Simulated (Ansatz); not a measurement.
Stepwise reaction of `[OH][AlH][OH]` with hydrogen, as a gas-phase model of exchange steps in deposition or etching. ΔE in kJ/mol; ΔG adds harmonic PBE0-D4 terms to CCSD(T)/CBS, at 1 bar.

Calculated with Ansatz (gas phase, PBE0-D4/def2-TZVP geometries, no zero-point term in ΔE). CCSD(T)/CBS adds triple-zeta CCSD(T) − MP2 to the extrapolated MP2 energy (def2 sets, frozen cores). This one scheme is used for every species. Functionals use def2-TZVPP. B3LYP here is the variant with VWN-RPA as its local correlation; programs differ in this. One conformer a species, not always the lowest.

```
step                                   reaction  PBE-D4  B3LYP-D4  ωB97M-V  CCSD(T)/CBS  ΔG(400 K)
   1  `[OH][AlH][OH]` + H₂ → `[OH][AlH2]` + H₂O   117.1     123.0    121.3        121.0      117.4
   2         `[OH][AlH2]` + H₂ → `[AlH3]` + H₂O   121.7     126.2    124.7        123.8      126.6
```

**Question.** By hand: ΔE of the 2 steps together at CCSD(T)/CBS.

**Answer.** (121.0) + (123.8) = 244.8 kJ/mol, or 122.4 kJ/mol a step.

In ΔE the steps differ by no more than 2.8 kJ/mol. All are uphill at CCSD(T)/CBS. ΔG lies between 117.4 and 126.6 kJ/mol a step. PBE-D4 differs from CCSD(T)/CBS by -3.9 to -2.1 kJ/mol a step. Isolated molecules leave out the surface, adducts and barriers. Largest T1 diagnostic: 0.012.
